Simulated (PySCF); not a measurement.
**PO: one state, many levels of theory**

State: ²Π (doublet), unpaired electrons π ↑. Set-up: basis P def2-SVP, O def2-SVP; no relativity; PySCF 2.14. De refers to P + O in their high-spin ground configurations, without counterpoise correction. The functionals are run spin-unrestricted. A positive dipole means P(−)O(+).

| Level | Re (Å) | ωe (cm⁻¹) | De (eV) | μ (D) | CPU s a point (SCF and correlation, without the integrals) |
| --- | --- | --- | --- | --- | --- |
| ROHF | 1.456 | 1422 | 2.06 | -2.67 | 0.041 |
| ROHF-MP2 | 1.514 | 1179 | 5.40 | n/a | 0.064 |
| ROHF-SCS-MP2 | 1.510 | 1194 | 5.24 | n/a | n/a |
| ROHF-CCSD | 1.497 | 1251 | 4.71 | n/a | n/a |
| ROHF-CCSD(T) | 1.509 | 1193 | 4.98 | n/a | 0.69 |
| PBE | 1.517 | 1181 | 6.32 | -1.85 | 0.66 |
| PW91 | 1.515 | 1183 | 6.36 | -1.87 | 0.44 |
| BP86 | 1.518 | 1176 | 6.36 | -1.87 | 0.4 |
| r²SCAN | 1.502 | 1229 | 5.72 | -1.97 | 0.96 |
| PBE0 | 1.493 | 1270 | 5.58 | -2.08 | 0.92 |
| B2PLYP | 1.507 | 1190 | 5.67 | -2.43 | 0.39 |

(1) Which functional lies closest to ROHF-CCSD(T) in De, which farthest, and by how much do they differ from it?

(2) What does second-order correlation do here, going from ROHF to ROHF-MP2?

(3) What does the triples do here, going from ROHF-CCSD to ROHF-CCSD(T)?

Correlated steps freeze 6 core orbitals. Correlated levels converge slowly with the basis: in double zeta they bind strong bonds too weakly, by up to about 1 eV, and carry superposition errors of some tenths. B2PLYP dipoles, levels and charges come from its SCF part alone. The state was picked by a PBE0 search and need not be the measured ground state.

The whole job (state search and all levels along the bond) took about 1 min on 1 thread of Arm Neoverse V1 (shared host), peak memory 0.38 GiB.

Results:

(1) Closest is PBE0 (-1.6 pm in Re, +6.5 % in ωe, +0.60 eV in De against ROHF-CCSD(T) in the same basis), farthest PW91 (+0.6 pm in Re, -0.8 % in ωe, +1.38 eV in De). CCSD(T) converges more slowly with the basis than the functionals do and binds too weakly in this one, so the order can change at the basis-set limit.

(2) ROHF-MP2 less ROHF: +5.8 pm in Re, -17.1 % in ωe, +3.34 eV in De. Correlation nearly always deepens the well. The bond lengthens, as in strong covalent bonds, where excitations into antibonding orbitals dominate.

(3) ROHF-CCSD(T) less ROHF-CCSD: +1.2 pm in Re, -4.6 % in ωe, +0.27 eV in De. Correlation nearly always deepens the well. The bond lengthens, as in strong covalent bonds, where excitations into antibonding orbitals dominate.
